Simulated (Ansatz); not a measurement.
Born–Oppenheimer molecular dynamics of ClH$_{6}$NSi (9 atoms, charge 0, multiplicity 1). It starts at the highest image of a converged band. Of that band: Neighbouring images differ by up to 1.3 eV, so the band resolves the path poorly. A vibrational analysis at the climbing image gives one clearly imaginary mode, 685i cm⁻¹: a first-order saddle point.

Level of theory: RKS B3LYP/6-31G* in Ansatz 0.2.0.

```yaml
ensemble: NVE (velocity Verlet)
time_step: 0.5 fs
steps_asked: 200
starting_velocities_drawn_for: 300 K
seed: 8714
```

First frame:

```xyz
9
Properties=species:S:1:pos:R:3
Si -0.114 0.001 -0.205
H 0.073 -0.002 1.558
N 1.582 0.000 -0.477
H 2.146 -0.840 -0.409
H 2.146 0.839 -0.407
H -0.522 1.348 -0.609
H -0.524 -1.346 -0.612
Cl -2.496 0.000 0.904
H -0.778 -0.001 1.562
```

How far do the bonds stretch over the last three quarters of this one trajectory? (Pairs bonded in most of those frames.)


| bond | mean (Å) | spread (Å) | shortest | longest |
| --- | --- | --- | --- | --- |
| Si1–N3 | 1.746 | 0.008 | 1.73 | 1.76 |
| Si1–H6 | 1.482 | 0.047 | 1.40 | 1.55 |
| Si1–H7 | 1.480 | 0.030 | 1.44 | 1.53 |
| Si1–Cl8 | 2.214 | 0.168 | 2.00 | 2.51 |
| H2–H9 | 0.748 | 0.019 | 0.72 | 0.79 |
| N3–H4 | 1.015 | 0.014 | 0.99 | 1.04 |
| N3–H5 | 1.016 | 0.011 | 0.99 | 1.04 |

Mean temperature of the second half: 2283 K. The conserved energy stayed within 0.17 meV per atom of its start (net change 0.046 meV per atom), so the integration is sound. The kinetic energy rose, since the run started high on the potential surface and went downhill. It ends in pieces (ClH4NSi + H2), so much of that is their flight and rotation, not heat. A run of 0.1 ps of so small a system gives no equilibrium averages. The orbitals stay closed-shell, which can raise the energy where a bond breaks towards radicals; this wasn't checked here.

The run took 7.4 min on 1 thread of Arm Neoverse V2, with other jobs on the host, peak memory 0.12 GiB.
